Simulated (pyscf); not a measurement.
O=GeH₂ + CH₄ → GeH₂ [singlet] + H₃C–OH, a concerted two-bond exchange (singlet surface; Ge–O, C–H broken, C–O, H–O formed). Single points on ωB97X-D3(BJ)/def2-SVP structures (PySCF, gas phase). Energies in eV from the separated reactants.

Small-basis levels: PySCF, no dispersion term, spherical d functions. 

### Question
Quick B3LYP/LANL2DZ single points give ΔE‡ = 2.25 eV and ΔE = +0.99 eV. What does ωB97M-D3(BJ)/def2-TZVP give, and how far is the quick result from it?

### Answer
ωB97M-D3(BJ)/def2-TZVP gives ΔE‡ = 2.92 eV and ΔE = +0.68 eV. B3LYP/LANL2DZ lies 0.66 eV under it in the barrier and 0.31 eV over it in the reaction energy, so on this step it does not hold to within 0.13 eV. ωB97M-D3(BJ)/def2-TZVP has limits of its own. On the product side the descent ends in an adduct with a Ge–O contact, 0.85 eV under the separated species and 3.10 eV under the saddle at ωB97X-D3(BJ)/def2-TZVP. What is counted as broken (Ge–O) persists as a longer contact in the product adduct; parting that adduct is a step of its own. At ωB97X-D3(BJ)/def2-TZVP the barrier from the zero used here is 3.07 eV. O=GeH₂ lies 1.32 eV over its isomer HO–GeH: [singlet] (electronic energy, ωB97M-D3(BJ)/def2-TZVP). This is the saddle that the search found; another between the same sides may lie lower. One closed-shell reference is unstable to symmetry breaking; treat the single-reference values with care. In the def2 sets elements up to Kr have no core potential.
